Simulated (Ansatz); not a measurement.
Species: CH3NO, charge 0, singlet. CH3NO (SMILES NC=O).
B3LYP-D3(BJ)/def2-TZVP minimum from Ansatz (a quantum-chemistry and plane-wave program):
```xyz
6

N     -1.0698     0.1943     0.1075
C      0.2724     0.3136    -0.0479
O      1.0507    -0.6113    -0.0819
H     -1.4767    -0.7220     0.2042
H     -1.6667     1.0020     0.1281
H      0.5920     1.3678    -0.1427
```
Charge 0, spin multiplicity 1.

Property: atomisation energy (electronic, to ground-state atoms), in kcal/mol. Open shells are spin-unrestricted; no spin-orbit coupling. CBS(X,Y): correlation extrapolated as X^-3, Hartree-Fock from the larger set (Q,5: extrapolated as (X+1)exp(-9√X)). A bracket is a step between two methods taken in the basis named. Functionals run without relativity, which enters their misses. Double hybrids freeze cores in their MP2 part. '+ core + X2C': CCSD(T) terms for core correlation (cc-pwCVTZ) and scalar relativity (cc-pVTZ-DK). Where a partner has so few electrons that a lower coupled-cluster level is exact, that level stands in.

CCSD(T)/CBS(cc-pVQZ,cc-pV5Z) + [CCSDT(Q) - CCSD(T)]/cc-pVDZ + core + X2C (Ansatz) gives 568.5 kcal/mol.

Q: What does PBE/def2-TZVPD (Ansatz) give here, and how do the other levels compare?

A: PBE gives 590.7 kcal/mol, 22.2 kcal/mol above it. Differences of the others: r2SCAN/def2-TZVPD (Ansatz) -0.4; B3LYP/def2-TZVPD (Ansatz) 0.5; PBE0/def2-TZVPD (Ansatz) 0.7; wB97M-V/def2-TZVPD (Ansatz) 1.8; B2PLYP/def2-TZVPD (Ansatz) -5.0; CCSD(T)/CBS(cc-pVQZ,cc-pV5Z) + core + X2C (Ansatz) -0.9 kcal/mol. Nearer than PBE: r2SCAN/def2-TZVPD, B3LYP/def2-TZVPD, PBE0/def2-TZVPD, wB97M-V/def2-TZVPD, B2PLYP/def2-TZVPD, CCSD(T)/CBS(cc-pVQZ,cc-pV5Z) + core + X2C.
